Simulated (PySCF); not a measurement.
C3H2 (singlet state).
Cartesian coordinates in Å at the PBE0-D3(BJ)/def2-SVP level; atoms count from 1:
```xyz
5
C3H2 angstrom
C      1.8826   -0.1955   -0.8358
C      0.7066   -0.0773   -0.3162
C     -0.5026    0.0446    0.2171
H     -1.0478    0.9978    0.1950
H     -1.0054   -0.8034    0.7017
```

Computed, not measured: core-valence-separated Tamm–Dancoff BHandHLYP/aug-pcX-1 (pcseg-1 on H) in PySCF, non-relativistic, gas phase, PBE0-D3(BJ)/def2-SVP geometry. No empirical shift is added; at this level the pattern usually sits a few eV under experiment.

**Question.** List the carbon K-edge absorption lines.

**Answer.** 
```csv
E (eV),f,core hole on,main final orbital,polarisation
279.24,0.0814,C1,LUMO (85 %),out of plane
280.37,0.0178,C2,LUMO (96 %),out of plane
281.19,0.0679,C3,LUMO (90 %),out of plane
283.61,0.0551,C2,LUMO+2 (47 %),in plane
284.11,0.0703,C1,LUMO+5 (47 %),in plane
285.30,0.0579,C2,LUMO+3 (42 %),out of plane
286.44,0.0003,C2,LUMO+1 (65 %),–
287.51,0.0016,C2,LUMO+4 (63 %),in plane
287.51,0.0222,C3,LUMO+2 (80 %),in plane
287.61,0.0075,C3,LUMO+1 (82 %),in plane
287.68,0.0003,C2,LUMO+5 (50 %),–
287.71,0.0129,C1,LUMO+3 (40 %),out of plane
287.83,0.0003,C1,LUMO+4 (53 %),–
288.27,0.0020,C2,LUMO+3 (49 %),out of plane
288.47,0.0022,C1,LUMO+1 (48 %),in plane
```

The first line with a tenth or more of the strongest one's intensity is at 279.24 eV (f = 0.081), with the hole on C1 (carbon bonded to C), polarised out of plane: a 1s→π* resonance. It is also the strongest listed.

Roots within 0.03 eV whose holes lie on the same, on equivalent or on shared atoms are summed into one line, and the highest roots are left out, as the search may have cut off their partners. Final orbitals are the ground state's empty Kohn–Sham orbitals. A dash: too weak, shared between unlike atoms, or no plane or axis to refer to.

**Question.** What are the wavelength and the wavenumber of the 281.19 eV line?

**Answer.** λ = 12398.42 eV Å/281.19 eV = 44.093 Å; 2.2680 × 10⁶ cm⁻¹.

The list ends where the root search ended, not at a threshold.
